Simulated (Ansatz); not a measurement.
What does this script print? It uses Ansatz 0.2.0, Python API.

`c4h5no_energy.py`
```python
import ansatz as az
from ase import Atoms
import numpy as np

atoms = Atoms(['N', 'C', 'C', 'C', 'C', 'O', 'H', 'H', 'H', 'H', 'H'], positions=[
    (-1.4997, 0.9336, 0.2322),
    (-0.8265, -0.3565, 0.2752),
    (0.5911, -0.2209, 0.0759),
    (1.8403, -0.305, 0.4985),
    (1.6112, -0.0015, -0.8671),
    (1.9863, 0.1914, -1.956),
    (-2.4958, 0.7975, 0.3998),
    (-1.4302, 1.3206, -0.7098),
    (-1.0205, -0.8213, 1.2476),
    (-1.2548, -1.0163, -0.4866),
    (2.4986, -0.5214, 1.2905),
])
molecule = az.Crystal.molecule_from_ase(atoms)

setup = molecule.calculation().basis(gaussian='def2-SVPD').functional('hf').forces()
data = setup.session().plan(threads=1).execute().report

print(f'E = {data["free_energy_ev"]:.6f} eV = {data["free_energy_ev"] / 27.211386246:.7f} Ha')
print('converged:', data['converged'], ' doubts:', data['published_state_doubts'] or 'none')

state = data['mean_field']['state']
print(f'mean field: {state["energy"]["hartree"]:.7f} Ha, <S^2> = {abs(state["spin_squared"]):.4f}, stability: {state.get("stability", {}).get("kind")}')

symbols = [site.symbol for site in molecule.cartesian_sites]
print('forces (eV/A)')
for symbol, f in zip(symbols, data['forces_ev_ang']):
    print(f'  {symbol:2s} {f[0]:9.4f} {f[1]:9.4f} {f[2]:9.4f}')

charges = data['charge_distribution']
print('dipole moment', round(4.803205 * float(np.linalg.norm(charges['dipole_moment_e_ang'])), 3), 'D')
print('Mulliken:', [(s, round(q, 3)) for s, q in zip(symbols, charges['mulliken_charges_e'])])
```

`python c4h5no_energy.py` gives:
```text
E = -7711.644776 eV = -283.3977184 Ha
converged: True  doubts: none
mean field: -283.3977184 Ha, <S^2> = 0.0000, stability: minimum
forces (eV/A)
  N    -0.6457    0.2268   -0.6949
  C    -2.3723   -0.3147    0.8691
  C     0.8490    0.2249   -1.0408
  C     0.0979    0.2503   -0.8800
  C    -0.4075   -0.5920    2.3429
  O     0.7678    0.5692   -2.2377
  H     0.7595    0.1686   -0.0152
  H     0.0073   -0.1315    0.7526
  H    -0.0319    0.1125   -0.1199
  H     0.4199   -0.2770    0.0338
  H     0.5561   -0.2371    0.9899
dipole moment 4.673 D
Mulliken: [('N', -0.477), ('C', 0.743), ('C', -0.05), ('C', -0.313), ('C', 0.741), ('O', -0.72), ('H', 0.047), ('H', 0.084), ('H', 0.136), ('H', 0.012), ('H', -0.203)]
```

Notes:
- Total energies depend on the basis set; only differences at equal settings carry meaning.
- The geometry is a force-field or estimated start, not a minimum of this method, and the basis set is short of its limit.
- Mulliken charges are unreliable in a basis with diffuse functions.
- Hardware and time: 6.4 s on 1 thread of Arm Neoverse V1, with other jobs on the host, peak memory 0.46 GiB.
